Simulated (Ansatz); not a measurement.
**HSiAl, triplet along the distance Si1-Al2**

Starting geometry (PBE0/def2-TZVP stationary point for this spin, not checked as a minimum):

```xyz
3

Si    0.0000   -0.0360    1.1654
Al    0.0000   -0.0118   -1.2249
H     0.0000    1.3177    0.3154
```

From there Al2 moves along the line of the two atoms named below, all else staying in place; atoms are numbered as listed. Energies are in kcal/mol, counted from the starting geometry at the same level.

Basis 6-31G; Ansatz 0.2.0. Only valence electrons are correlated (noble-gas cores frozen). R marks a restricted (for open shells ROHF) determinant, U an unrestricted one.

For open shells CISD is restricted-active-space CI with the open shells as a complete middle space.

Full CI is exact within this basis and frozen core; it isn't the basis-set limit. The frozen core follows each run's orbitals, which can shift R against U totals by a few meV.

| distance Si1-Al2 (Å) | full CI | unpaired electrons (full CI) | error CISD | error RCCSD | error RCCSD(T) | error BCCD(T) | error UCCSDT | error RCCSDT(Q) |
| --- | --- | --- | --- | --- | --- | --- | --- | --- |
| 1.909 | 62.0 | 2.08 | -0.5 | 0.0 | -0.1 | -0.1 | 0.0 | 0.0 |
| 2.186 | 11.7 | 2.09 | -0.2 | 0.0 | 0.0 | 0.0 | 0.0 | 0.0 |
| 2.390 | 0.0 | 2.09 | 0.0 | 0.0 | 0.0 | 0.0 | 0.0 | 0.0 |
| 2.638 | -1.6 | 2.10 | 0.0 | 0.0 | 0.0 | 0.0 | 0.0 | 0.0 |
| 2.972 | 4.6 | 2.10 | 0.0 | -0.1 | 0.1 | 0.1 | 0.0 | 0.0 |
| 3.256 | 11.6 | 2.11 | 0.3 | -0.2 | 0.2 | 0.2 | 0.0 | 0.0 |
| 3.799 | 23.3 | 2.13 | 0.4 | -0.3 | 0.4 | 0.4 | 0.0 | 0.0 |
| 4.433 | 31.8 | 2.19 | -1.1 | -1.0 | 0.3 | 0.2 | 0.0 | 0.0 |
| 5.342 | 36.2 | 2.23 | -2.4 | -1.9 | -0.4 | -0.4 | 0.0 | 0.0 |
| 6.314 | 37.4 | 2.21 | -2.7 | -2.1 | -0.6 | -0.6 | -0.1 | 0.0 |
| 8.124 | 37.8 | 2.15 | -2.7 | -2.2 | -0.6 | -0.6 | -0.1 | 0.0 |

Unpaired electrons are Σ n²(2−n)² over natural occupations. Errors are those of relative energies. In total energy the starting point itself misses full CI by: CISD 5.8, RCCSD 2.6, RCCSD(T) 0.8, BCCD(T) 0.8, UCCSDT 0.2, RCCSDT(Q) 0.0 kcal/mol.

Spread of the error over the points with a reference, to 8.124 Å (largest less smallest): RCCSDT(Q) 0.0, UCCSDT 0.1, BCCD(T) 1.1, RCCSD(T) 1.1, RCCSD 2.2, CISD 3.1 kcal/mol.

Going outwards, the relative energy of CISD first misses by more than 1.0 kcal/mol at 4.433 Å.
